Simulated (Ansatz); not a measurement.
System: zinc-blende AlP. Method: G0W0@PBE (Ansatz, a quantum-chemistry and plane-wave program, hard PAW, contour deformation).

The cell has the measured lattice parameters. Conventional cell: a = 5.4630 Å, b = 5.4630 Å, c = 5.4630 Å, α = 90.00°, β = 90.00°, γ = 90.00°.

The quasiparticle gap at Γ at a fixed k mesh 2×2×2:

| response cutoff | value (eV) |
|---|---|
| 250 eV, 672 empty bands | 4.147 |
| 300 eV, 884 empty bands | 4.152 |
| 400 eV, 1360 empty bands | 4.158 |
| 500 eV, 1901 empty bands | 4.161 |

Task: Taking the value to converge with the response cutoff E as E^(−3/2), extrapolate from the last two rows.

Result: With y = y∞ + c/w and weights w = 8000 and 11180 for the last two rows, y∞ = (w2 y2 − w1 y1)/(w2 − w1) = (11180 × 4.161 − 8000 × 4.158)/3180 = 4.169 eV, which lies 0.008 beyond the last row. Successive pairs of rows give 4.168, 4.169, 4.169. The limit also hangs on the law assumed, so its last digits aren't firm.

The other settings are not extrapolated, so this is the limit in one setting alone.

The smallest gap on this mesh is 2.07 eV, away from Γ.
